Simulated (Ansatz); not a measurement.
Input file:

```yaml
crystal:
  periodic: [false, false, false]
  atoms:
    - {symbol: B, position_ang: [0.000000, 0.207522, 3.337200]}
    - {symbol: P, position_ang: [0.000000, -0.174700, -1.097748]}
    - {symbol: H, position_ang: [0.000000, 3.142648, -2.060708]}
basis:
  gaussian: {orbitals: 6-31G}
magnetization: {spin_polarized: false, initial_magnetization: 3}
correlation: {method: bccd_t, electrons: outside_noble_gas}
```

```sh
$ ansatz run in.yaml --threads 1 --pin off --events-out ev --progress --plain --max-ram 2393MiB
```

Problem. Roughly how long does this take on 1 thread of Arm Neoverse V2, shared host, and how much host memory?

Solution. 9 s wall and 0.08 GiB.

```
301 factors; integrals over basis functions are off by at most 3.7e-4 eV
mean field evaluation 1: about -9944.2397 eV, gradient 1.0e1 eV
mean field evaluation 2: about -9944.2498 eV, gradient 1.0e1 eV
mean field evaluation 4: about -9945.0368 eV, gradient 1.4e1 eV
mean field evaluation 8: about -9946.8772 eV, gradient 6.5e0 eV
mean field evaluation 16: about -9947.3407 eV, gradient 2.6e-6 eV
mean field evaluation 32: about -9947.3539 eV, gradient 3.6e-4 eV
mean field evaluation 64: about -9947.8260 eV, gradient 1.5e-1 eV
mean field evaluation 96: about -9942.0036 eV, gradient 2.7e1 eV
mean field evaluation 128: about -9948.8245 eV, gradient 1.0e-4 eV
mean field evaluation 160: about -9948.8295 eV, gradient 8.4e-2 eV
...
mean field -9948.88368951 eV, -365.6147319938 hartree, gradient 1.2e-8 eV, S^2 3.750000; 39 other end points of the search recorded, 0 dependent functions left out
...
determinant -9948.88368951 eV, -365.6147319938 hartree, with singles and doubles -9950.93425364 eV, -365.6900888359 hartree
determinant -9948.87284052 eV, -365.6143333009 hartree, with singles and doubles -9950.94502168 eV, -365.6904845540 hartree
determinant -9948.87226576 eV, -365.6143121790 hartree, with singles and doubles -9950.93865187 eV, -365.6902504677 hartree
determinant -9948.86609669 eV, -365.6140854698 hartree, with singles and doubles -9950.92852754 eV, -365.6898784054 hartree
determinant -9948.84503014 eV, -365.6133112882 hartree, with singles and doubles -9950.95062846 eV, -365.6906905993 hartree
determinant -9948.84276578 eV, -365.6132280746 hartree, with singles and doubles -9950.93501235 eV, -365.6901167178 hartree
determinant -9948.82977380 eV, -365.6127506282 hartree, with singles and doubles -9950.90353168 eV, -365.6889598246 hartree
determinant -9948.82446520 eV, -365.6125555405 hartree, with singles and doubles -9950.89952758 eV, -365.6888126766 hartree
determinant -9948.81353729 eV, -365.6121539475 hartree, with singles and doubles -9950.91121884 eV, -365.6892423226 hartree
determinant -9948.81048888 eV, -365.6120419206 hartree, with singles and doubles -9950.90551770 eV, -365.6890328094 hartree
determinant -9948.81033914 eV, -365.6120364175 hartree, with singles and doubles -9950.88262648 eV, -365.6881915728 hartree
determinant -9948.80389933 eV, -365.6117997590 hartree, with singles and doubles -9950.89234523 eV, -365.6885487301 hartree
determinant -9948.80270057 eV, -365.6117557052 hartree, with singles and doubles -9950.82407724 eV, -365.6860399279 hartree
determinant -9948.79607896 eV, -365.6115123658 hartree, with singles and doubles -9950.89115835 eV, -365.6885051131 hartree
determinant -9948.79012320 eV, -365.6112934953 hartree, with singles and doubles -9950.89064125 eV, -365.6884861100 hartree
determinant -9948.76025240 eV, -365.6101957637 hartree, with singles and doubles -9950.86712807 eV, -365.6876220166 hartree
determinant -9947.82886017 eV, -365.5759677307 hartree, with singles and doubles -9951.93792748 eV, -365.7269731690 hartree
determinant -9947.44369212 eV, -365.5618130659 hartree, with singles and doubles -9950.93651828 eV, -365.6901720598 hartree
determinant -9947.35392389 eV, -365.5585141444 hartree, with singles and doubles -9951.99558351 eV, -365.7290919892 hartree
determinant -9947.34071993 eV, -365.5580289076 hartree, with singles and doubles -9951.98249094 eV, -365.7286108460 hartree
determinant -9947.33602058 eV, -365.5578562097 hartree, with singles and doubles -9951.98720095 eV, -365.7287839358 hartree
determinant -9946.94572887 eV, -365.5435132540 hartree, with singles and doubles -9951.16893996 eV, -365.6987133990 hartree
determinant -9947.82886017 eV, -365.5759677307 hartree, with singles and doubles -9952.93859494 eV, -365.7637470201 hartree
determinant -9947.35392389 eV, -365.5585141444 hartree, with singles and doubles -9952.95101870 eV, -365.7642035847 hartree
determinant -9947.34071993 eV, -365.5580289076 hartree, with singles and doubles -9952.96025773 eV, -365.7645431128 hartree
determinant -9947.33602058 eV, -365.5578562097 hartree, with singles and doubles -9952.96020751 eV, -365.7645412673 hartree
determinant -9947.82886017 eV, -365.5759677307 hartree, with singles and doubles -9951.93792769 eV, -365.7269731769 hartree
determinant -9947.82886017 eV, -365.5759677307 hartree, with singles and doubles -9952.93859125 eV, -365.7637468844 hartree
...
determinant -9946.85701652 eV, -365.5402531353 hartree, with singles and doubles -9951.93520203 eV, -365.7268730106 hartree
determinant -9946.85701652 eV, -365.5402531353 hartree, with singles and doubles -9952.96128303 eV, -365.7645807920 hartree
unrestricted determinant -9951.39849268 eV, -365.7071493058 hartree, S^2 4.7389
6 core orbitals not correlated: weight in the atoms' cores, before any rotation towards them, 1.000 or more for the frozen orbitals, at most 0.000 for the correlated occupied ones
reference -9947.34071993 eV, -365.5580289076 hartree; 6, 3 occupied and 12, 15 virtual orbitals, 301 factors
second order -2.88406460 eV of doubles, -0.03819392 eV of singles
...
cycle  17  -5.64032767 eV  change    8.1e-4 eV  update   4.7e-4
cycle  18  -5.64030875 eV  change    1.9e-5 eV  update   1.8e-4
cycle  19  -5.64024300 eV  change    6.6e-5 eV  update   6.0e-5
cycle  20  -5.64025586 eV  change   -1.3e-5 eV  update   5.6e-5
cycle  21  -5.64024158 eV  change    1.4e-5 eV  update   2.0e-5
cycle  22  -5.64023743 eV  change    4.1e-6 eV  update   1.6e-5
cycle  23  -5.64023723 eV  change    2.0e-7 eV  update   9.1e-6
cycle  24  -5.64024220 eV  change   -5.0e-6 eV  update   7.4e-6
cycle  25  -5.64024417 eV  change   -2.0e-6 eV  update   5.4e-6
cycle  26  -5.64024476 eV  change   -5.9e-7 eV  update   4.7e-6
perturbative correction -0.01439404 eV, -0.0005289712 hartree
WARN: these amplitudes may be one of several solutions (largest doubles amplitude 0.15, level shift 6.93 eV)
Total energy: -9952.99535873 eV, -365.7658330506 hartree
```

The determinant lies 1.54 eV above the lowest one of its kind in the log. The singles that turn the determinant into the Brueckner one have T1 = 0.296, so far that the spin and state of the result can't be checked.
